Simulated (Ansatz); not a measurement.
```yaml
crystal:
  periodic: [false, false, false]
  atoms:
    - {symbol: Ga, position_ang: [-0.563744, -0.258379, -0.002142]}
    - {symbol: C, position_ang: [0.794820, 1.270085, 0.010802]}
    - {symbol: O, position_ang: [1.696342, 0.142654, 0.000990]}
    - {symbol: H, position_ang: [2.598507, 0.474175, 0.003713]}
basis:
  gaussian: {orbitals: def2-TZVP}
magnetization: {spin_polarized: true, initial_magnetization: 2}
hamiltonian: {xc: pbe0}
relax: {f_tol: 0.004, max_steps: 80}
```

```sh
$ ansatz run in.yaml --threads 1 --pin off --events-out ev --progress --plain --max-ram 2176MiB
```

Steps of the relaxation (energy above the last step; positions in Å, forces in eV/Å):

```
4
step 1, 779.1 meV
Ga   -0.564   -0.258   -0.002   -0.653    0.099    0.001
C     0.795    1.270    0.011    0.445   -1.284   -0.011
O     1.696    0.143    0.001   -0.018    1.290    0.011
H     2.599    0.474    0.004    0.226   -0.105   -0.001
```

```
4
step 2, 659.0 meV
Ga   -0.633   -0.243   -0.002   -0.550    0.144    0.001
C     0.790    1.219    0.010    0.640   -1.359   -0.012
O     1.736    0.152    0.001   -0.156    1.236    0.011
H     2.633    0.502    0.004    0.066   -0.022    0.000
```

```
4
step 3, 553.5 meV
Ga   -0.791   -0.198   -0.002   -0.502    0.321    0.003
C     0.846    1.032    0.009   -3.522    2.011    0.018
O     1.790    0.210    0.002    3.875   -2.437   -0.021
H     2.682    0.585    0.005    0.149    0.105    0.001
```

```
4
step 8, 4.0 meV
Ga   -1.106    0.102    0.001   -0.224   -0.034    0.000
C     0.838    0.431    0.004    0.574   -0.060   -0.001
O     2.127    0.144    0.001   -0.281    0.219    0.002
H     2.667    0.951    0.008   -0.068   -0.125   -0.001
```

```
4
step 9, 0.2 meV
Ga   -1.115    0.105    0.001   -0.048   -0.006    0.000
C     0.845    0.419    0.003    0.038    0.014    0.000
O     2.128    0.150    0.001    0.042    0.016    0.000
H     2.668    0.955    0.008   -0.032   -0.024    0.000
```

```
4
step 11, 0.0 meV
Ga   -1.118    0.109    0.001    0.000    0.000    0.000
C     0.847    0.411    0.003   -0.002    0.000    0.000
O     2.132    0.150    0.001    0.002    0.002    0.000
H     2.665    0.958    0.008    0.000   -0.001    0.000
```

Close pairs at the end: O3–H4 0.968 Å, C2–O3 1.311 Å, Ga1–C2 1.989 Å.

A stationary point of unrestricted PBE0 after 11 steps, with ⟨S²⟩ = 2.017 against 2.00 for a pure state; no frequencies were run, so it isn't proven a minimum. 69 s on 1 thread of Intel Xeon Platinum 8259CL, shared host.
